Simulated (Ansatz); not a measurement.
```csv
atom,x (Å),y (Å),z (Å)
C,1.1994,0.0000,0.0000
C,0.3706,1.1407,0.0000
C,-0.9704,0.7050,0.0000
C,-0.9704,-0.7050,0.0000
C,0.3706,-1.1407,0.0000
H,2.2844,0.0000,0.0000
H,0.7059,2.1726,0.0000
H,-1.8481,1.3428,0.0000
H,-1.8481,-1.3428,0.0000
H,0.7059,-2.1726,0.0000
```

Basis set: def2-SVP (spherical functions). Charge -1, multiplicity 1.

Computed with Ansatz (development build ahead of 0.2.0); each method stands on the lowest determinant of its kind that the runs found.

**Question.** Give the vertical detachment energy (product with multiplicity 2 at the same shape, open shells in the same class of orbitals) of singlet C5H5(-) by ωB97X (unrestricted), PBE0 (unrestricted), PBE0 (restricted), UHF, RHF.

**Answer.**

```csv
method,detachment energy
ωB97X (unrestricted),1.65 eV
PBE0 (unrestricted),1.62 eV
PBE0 (restricted),1.71 eV
UHF,0.24 eV
RHF,0.69 eV
```

Caution: no diffuse functions for an anion. Caution for UHF: the unrestricted determinant is spin contaminated.
